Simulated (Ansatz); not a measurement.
Working through the interaction energy of a dimer with the counterpoise correction of H₄P₂, SMILES PP

Program: Ansatz 0.2.0 through its Python package.

Typed at the interpreter:
```pycon
>>> import ansatz as az
>>> BASIS_SET = "def2-SVP"
>>> XC = "r2scan"
>>> FIRST = [
...     ("P", (0.3564, -1.013, -0.08)),
...     ("P", (-0.356, 1.0131, 0.0752)),
...     ("H", (-0.4856, -1.4853, 0.9276)),
...     ("H", (-0.5605, -1.3591, -1.0736)),
...     ("H", (0.4921, 1.4883, -0.926)),
...     ("H", (0.5536, 1.356, 1.0767)),
... ]
>>> SECOND = [
...     ("P", (0.5644, -0.8546, 5.3368)),
...     ("P", (1.307, -1.6584, 3.4822)),
...     ("H", (0.5913, -2.0875, 5.99)),
...     ("H", (1.8344, -0.5227, 5.8104)),
...     ("H", (1.2718, -0.4277, 2.8252)),
...     ("H", (0.0377, -2.0006, 3.0133)),
... ]
>>> def energy(atoms, ghosts=()):
...     molecule = az.Crystal.molecule()
...     for symbol, xyz in atoms:
...         molecule = molecule.atom(symbol, xyz)
...     calc = (
...         molecule.calculation()
...         .basis(gaussian=BASIS_SET)
...         .functional(XC)
...     )
...     deck = calc.input()
...     if ghosts:
...         deck = deck.set(az.key.basis.gaussian.ghost_atoms, [{"symbol": s, "position_ang": list(xyz)} for s, xyz in ghosts])
...     return az.Session.from_dict(deck).plan().execute().report["free_energy_ev"]
...
>>> both = energy(FIRST + SECOND)

>>> alone = energy(FIRST) + energy(SECOND)
>>> ghosted = energy(FIRST, SECOND) + energy(SECOND, FIRST)
>>> print(f"dimer {both:.6f} eV")
dimer -37269.886564 eV
>>> print(f"interaction, uncorrected   {96.485332 * (both - alone):8.3f} kJ/mol")
interaction, uncorrected      0.557 kJ/mol
>>> print(f"interaction, counterpoise  {96.485332 * (both - ghosted):8.3f} kJ/mol")
interaction, counterpoise     2.079 kJ/mol
>>> print(f"basis-set superposition    {96.485332 * (alone - ghosted):8.3f} kJ/mol")
basis-set superposition       1.522 kJ/mol
```

Uncorrected it is 0.557 kJ/mol, with the counterpoise correction 2.079 kJ/mol; the difference, 1.52 kJ/mol, is the superposition error. In this basis both values are repulsive.

Total energies depend on the basis set; only differences at equal settings carry meaning. The dimer is a generated trial pose of unrelaxed monomers, not a minimum, so the figure is no binding energy, and the basis set is small. This level lacks the dispersion part of the attraction (electrostatics and induction are there), which can decide the sign where the interaction is weak. Timing: 23 s on 1 thread of Arm Neoverse V1 (shared host), peak memory 0.23 GiB.

(Lines on the test bed's own set-up are left out of the output.)
